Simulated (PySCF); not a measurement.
C₂H₂F₂, SMILES F/C=C\F, point group C2v.

Level: B3LYP/pcSseg-1 in PySCF (density fitting, grid level 2); geometry and Hessian at that level, cubic constants and property derivatives from steps of ±0.6 along each species' dimensionless normal coordinates, second-order vibrational perturbation theory. The parent has the commonest isotopes.

Equilibrium geometry (Å):

```
atom        x        y        z
  F1   1.4167   1.0181  -0.0064
  C2   0.6614  -0.0916  -0.0208
  C3  -0.6615  -0.0533  -0.0104
  F4  -1.3510   1.0983   0.0154
  H5   1.2256  -1.0181  -0.0420
  H6  -1.2787  -0.9455  -0.0222
```

Q: Give the equilibrium and ground-state rotational constants (MHz) of parent; ²H at 5; ¹³C at 2; ²H at 5, ²H at 6; ¹³C at 2, ¹³C at 3; ¹³C at 2, ²H at 5.

A: 
```
           species     Ae      Be      Ce     A0      B0      C0  Δ0 (u Å²)  harmonic ZPE (cm⁻¹)
            parent  21195  5842.3  4579.8  21001    5841    4563      0.169                 8101
           ²H at 5  19309  5735.2  4421.8  19151  5729.6  4403.7      0.168                 7391
          ¹³C at 2  20840    5813  4545.2  20651  5811.8  4528.5      0.171                 8054
  ²H at 5, ²H at 6  17702  5636.5  4275.2  17571  5627.1  4256.2      0.166                 6680
¹³C at 2, ¹³C at 3  20503  5783.5    4511  20319  5782.4  4494.5      0.172                 8006
 ¹³C at 2, ²H at 5  19053  5707.1  4391.6  18899  5701.6  4373.7      0.170                 7342
```

Δ0 = Ic − Ia − Ib from the ground-state constants.

Q: How is the parent's vibrational correction B0 − Be made up?

A: 
| axis | harmonic | Coriolis | cubic | total (MHz) |
| --- | --- | --- | --- | --- |
| a | 66.2 | -18.2 | -242 | -194 |
| b | 14.1 | -1.4 | -13.9 | -1.23 |
| c | 4.32 | -1.31 | -19.9 | -16.8 |

Q: And its quartic centrifugal distortion constants from the harmonic force field?

A: Asymmetric top, A reduction, Ir representation: ΔJ = 7.03 kHz, ΔJK = -48.1 kHz, ΔK = 150 kHz, δJ = 2.08 kHz, δK = 12.1 kHz.

A mode lies under 250 cm⁻¹, where this perturbation treatment is rough.
